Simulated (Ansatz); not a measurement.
**BCl+ (quartet): the correlation ladder, cc-pVTZ**

One table from this session's results is given with a row withheld; the runs are named, their logs left out.

Method: cc-pVTZ, core rule «outside noble gas», up to 6 orbitals frozen; program: Ansatz 0.2.0, Gaussian basis.

The runs, in order: UHF; CCSD(T) on ROHF; CCSD(T) on UHF; BCCD(T) on ROHF; CISD; CCSDT(Q) on ROHF; CCSDT(Q) on UHF.

6 further runs of the same task are left out: 2 for a known fault of the program, 1 that didn't finish, 3 set aside as unsound or not needed.

## What is computed

The geometry is a PBE0/def2-TZVP stationary point (not a proven minimum) of the parent state, kept for this charge and spin.

2 atoms, charge 1, spin multiplicity 4.

Atoms are counted from 1 here; the program's logs count them from 0.

Bond lengths: B1–Cl2 1.596 Å.

Set-up of the first run:

File in.yaml:

```yaml
crystal:
  periodic: [false, false, false]
  atoms:
    - {symbol: B, position_ang: [0.000000, 0.000000, 0.000000]}
    - {symbol: Cl, position_ang: [0.000000, 0.000000, 1.596400]}
basis:
  gaussian: {orbitals: cc-pVTZ}
total_charge: 1
magnetization: {spin_polarized: true, initial_magnetization: 3}
hamiltonian: {xc: hf}
output: {orbitals: {seedname: orbitals}}
```

Launch:

```
$ ansatz run in.yaml --threads 1 --pin off --events-out ev --progress --plain --max-ram 2393MiB
```

Steps of the session up to this table: UHF; CCSD(T) on ROHF; CCSD(T) on UHF; BCCD(T) on ROHF; CISD; CCSDT(Q) on ROHF; CCSDT(Q) on UHF.

One of the session's tables, all rows but one given; the rest of the session is left out.

| method | from RCCSDT(Q) (meV) |
| --- | --- |
| ROHF | ? |
| UHF | +6136.2 |
| RMP2 | +1166.3 |
| UMP2 | +1195.8 |
| CISD | +697.3 |
| RCCSD | +436.7 |
| UCCSD | +432.4 |
| RCCSD(T) | +214.7 |
| UCCSD(T) | +216.2 |
| BCCD(T) | +215.9 |
| RCCSDT | +73.4 |
| UCCSDT | +79.9 |
| RCCSDT(Q) | 0 |
| UCCSDT(Q) | +9.7 |

Q: Estimate the row for ROHF from the others.

The run gave: from RCCSDT(Q) (meV): +6334.6. In the column «from RCCSDT(Q) (meV)» it is the highest.

The program flags RCCSDT(Q), UCCSDT(Q) as in doubt (see the logs), so the zero of the table is itself unsure.

Limits of these values: The report flags that the cluster equations may have other roots. The program flags RCCSDT(Q), UCCSDT(Q) as in doubt, so the zero of the table is itself unsure. Restricted and unrestricted rows rest on different reference determinants; where their highest levels disagree by more than a few hundredths of an eV, they describe different states and don't form one ladder.
